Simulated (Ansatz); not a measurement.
C2H5NS, SMILES `CC(=N)S`, relaxed with RKS PBE0-D4/def2-TZVP in the Gaussian-basis code of Ansatz from a PBE-D4/def2-SVP geometry. The force threshold is 0.005 eV/Å; the program also tests the step.

Charge 0, multiplicity 1.

Start:

```xyz
9

C    -0.280   -0.475    0.891
C     0.389    0.278   -0.231
N     1.551    0.789   -0.080
S    -0.542    0.412   -1.777
H    -0.505   -1.519    0.589
H    -1.239    0.007    1.172
H     0.398   -0.482    1.764
H     1.876    1.273   -0.935
H    -1.648   -0.283   -1.393
```

```tsv
step	energy (eV)	largest force (eV/Å)	largest move (Å)
1	-14474.3214	0.777	0.000
2	-14474.3627	0.249	0.032
3	-14474.3679	0.070	0.014
4	-14474.3682	0.043	0.004
5	-14474.3683	0.011	0.003
6	-14474.3683	0.001	0.003
```

End:

```xyz
9

C    -0.278   -0.471    0.884
C     0.381    0.274   -0.232
N     1.528    0.780   -0.088
S    -0.532    0.406   -1.754
H    -0.494   -1.500    0.584
H    -1.225    0.002    1.156
H     0.386   -0.476    1.746
H     1.858    1.259   -0.925
H    -1.624   -0.272   -1.370
```

It took 14 s on 4 threads of a server CPU on a shared host, with 0.36 GiB of host memory at the peak.
